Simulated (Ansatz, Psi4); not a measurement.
Exact exchange and the HOMO–LUMO gap of HOCN (cyanic acid)

HOCN has 4 atoms, charge 0, and is taken as a singlet. SMILES: `N#CO`. The coordinates come from a PBE0-D4/def2-TZVP relaxation.

The HOMO–LUMO gap y, in eV, basis cc-pVTZ; a is the functional's share of exact exchange. Programs: Ansatz 0.2.0, Psi4 1.11.

| functional | program | a | y (eV) |
| --- | --- | --- | --- |
| revPBE | Psi4 | 0 | 6.26 |
| PBE | Psi4 | 0 | 6.29 |
| TPSSh | Psi4 | 0.1 | 7.54 |
| B3LYP | Psi4 | 0.2 | ? |
| r2SCAN0 | Ansatz | 0.25 | 9.45 |
| PBE0 | Psi4 | 0.25 | 8.73 |
| BHLYP | Psi4 | 0.5 | 10.73 |

Question: Fit y = c + s·a to the known rows and predict B3LYP.

Answer: 
1. Means of the 6 rows: a = 0.1833, y = 8.167.
2. Σ(Δa)² = 0.18333, Σ(Δa·Δy) = 1.6807, so the slope is 1.6807/0.18333 = 9.1676.
3. Intercept: 8.167 − (9.1676) × 0.1833 = 6.487. The largest residual of the fit is 0.67.
4. B3LYP: 6.487 + (9.1676) × 0.2 = 8.32 eV.

The run gave 8.03 eV, so the prediction is off by +0.29 eV, within the largest residual. Exact exchange lowers occupied levels and raises empty ones. The rows mix families of semi-local functionals, which the line can't see.
